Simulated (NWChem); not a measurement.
**Correlation energy of methanethiol (CH$_{4}$S)**

SMILES: CS
```xyz
6

C      1.0468     0.4733     0.0000
S     -0.5720    -0.3413     0.0000
H      1.1988     1.0855     0.8999
H      1.7951    -0.3313     0.0000
H      1.1988     1.0855    -0.8999
H     -1.3215     0.7816     0.0000
```
Charge 0, spin multiplicity 1.

Program: NWChem. The geometry was optimised at PBE0/def2-SVP, a minimum by its harmonic frequencies.

Basis set: cc-pVDZ. Each correlation energy counts from its own Hartree-Fock reference.

The correlated methods keep 6 core orbitals frozen. No row is a measurement; the coupled-cluster row has its own basis-set and correlation limits.

Q: For the correlation energy, MP2 gives -286.4 mHa and CCSD gives -321.6 mHa. What do CCSD(T), SCS-MP2 give?

A: CCSD(T): -329.8 mHa; SCS-MP2: -288.5 mHa.
